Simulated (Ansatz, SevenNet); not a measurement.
Voigt–Reuss–Hill shear modulus (GPa) of 34 elemental solids other than molecular ones, computed with the machine-learned potential SevenNet-0 (trained on PBE and PBE+U data) and with PBE (PAW; Ansatz, a first-principles code). The set holds measured phases with no doubt noted on the run or the magnetic state but for the caveats below. 6 more of the class have both values but aren't in it, for one of these reasons: built or high-temperature cells, doubts on the run or the magnetic state, unlike cells, values of zero, layered or molecular crystals. Solids without a value at one level (not run, failed, or a magnetic order lost), or held back for tests, aren't counted.

Every twentieth of the way through the set, in order of the shift (worked out from unrounded values):

```
solid                 SevenNet-0   PBE  shift (%)
--------------------  ----------  ----  ---------
bcc K                       2.52  1.18        -53
fcc Pd                      45.0  41.6       -7.6
bcc Li                      5.14  5.05       -1.7
fcc Pt                      47.6  53.6      +12.6
fcc Ca                      6.97  8.54        +22
diamond-structure Si        50.6  62.3        +23
fcc Cu                      37.7  52.4        +39
hcp Co                      62.5   104        +66
fcc Ag                      15.7  27.9        +78
hcp Mg                      10.2  20.1        +97
fcc Pb                      4.65  10.9       +133
fcc Au                      7.81  21.5       +176
hcp Sc                      10.4  32.1       +209
α-phase Ga                  8.99  30.1       +235
hcp Tc                      40.8   143       +250
double-hcp La               4.37  17.0       +288
hcp Cd                      3.45  13.6       +295
hcp Os                      55.1   263       +377
hcp Lu                      6.46  31.9       +393
hcp Y                       4.80  26.5       +451
hcp Hf                      6.89  56.2       +715
```

The shift from SevenNet-0 to PBE has a median of +139 %, and eight in ten lie between +1.4 % and +390 %; PBE is the larger in 30 of 34. Each level is at its own cell, so the shift holds the change of volume too.

Ansatz's runs of these crystals have no spin polarisation, but for bcc Fe, hcp Co, fcc Ni.

Density-functional runs with spin start from parallel moments for bcc Fe, parallel moments for hcp Co, parallel moments for fcc Ni.

Spin–orbit coupling is left out, also for the solids with elements from indium on (fcc Pt, hcp Os, double-hcp La, fcc Ir, hcp Re, hcp Hf, fcc Pb, hcp Lu, fcc Au); its size isn't shown.

Each level is taken at its own relaxed cell. Ansatz's density-functional and Hartree–Fock values are scalar-relativistic unless marked +SOC, with PAW data made under PBE.
